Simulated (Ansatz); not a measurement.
A nudged elastic band was laid between two geometries of H5OPSi (8 atoms, charge 0, multiplicity 1).

All numbers below come from RKS BHLYP-D4/def2-SVP in Ansatz.

```
movable images  : 5
climbing image  : yes
spring          : 5.0 eV/Å²
optimiser       : quadratic models (default)
start path      : through a guess of the saddle point
force threshold : 0.05 eV/Å
iteration limit : 60
end points      : relaxed
```

Initial state:

```xyz
8
Properties=species:S:1:pos:R:3
O -1.120 0.258 -1.458
P -0.426 1.128 -0.209
Si 0.557 -0.622 0.841
H -1.985 0.609 -1.661
H 0.774 1.553 -0.842
H 1.499 -0.077 1.849
H 1.286 -1.497 -0.104
H -0.492 -1.409 1.527
```

Final state:

```xyz
8
Properties=species:S:1:pos:R:3
O -1.029 -0.187 -1.982
P -0.482 0.600 -0.846
Si 0.478 -0.673 0.773
H -1.387 1.433 -0.140
H 0.503 1.576 -1.148
H 1.000 0.207 1.844
H 1.573 -1.437 0.143
H -0.563 -1.577 1.300
```

Task: Which bonds break or form, and what moves?

Result: Bonds broken: O1–H4. Bonds formed: P2–H4.

Task: What energy profile does the band end with?

Result: The run converged. The highest image is number 3 of 0 to 6, 3.33 eV above the first end and 2.80 eV above the last; the last end lies 0.52 eV above the first. Neighbouring images differ by up to 2.3 eV, so the band resolves the path poorly. A vibrational analysis at the climbing image gives one clearly imaginary mode, 1902i cm⁻¹: a first-order saddle point. The orbitals stay closed-shell, which can raise the energy where a bond breaks towards radicals; this wasn't checked here.

```
image  path coordinate (Å)  energy (eV)  O1–H4 (Å)  P2–H4 (Å)
    0                 0.00         0.00       0.95       2.19
    1                 0.49         0.04       0.95       2.13
    2                 0.99         0.98       1.00       1.75
    3                 1.48         3.33       1.47       1.44
    4                 1.96         1.59       2.00       1.40
    5                 2.44         0.58       2.41       1.41
    6                 2.92         0.52       2.48       1.42
```

Task: What is the geometry of the highest image?

Result: 
```xyz
8
Properties=species:S:1:pos:R:3:forces:R:3
O -1.112 0.095 -1.836 0.00 -0.02 -0.01
P -0.418 0.795 -0.588 0.00 0.00 0.01
Si 0.547 -0.682 0.840 0.00 0.00 0.00
H -1.797 1.038 -0.944 0.00 0.01 0.00
H 0.663 1.655 -0.920 -0.01 0.00 0.00
H 1.219 0.074 1.921 0.00 0.00 0.00
H 1.519 -1.501 0.083 0.00 0.00 0.00
H -0.530 -1.531 1.388 0.00 0.00 0.00
```

Time of the run: 2.1 min on 1 thread of Arm Neoverse V2, with other jobs on the host, peak memory 0.16 GiB.
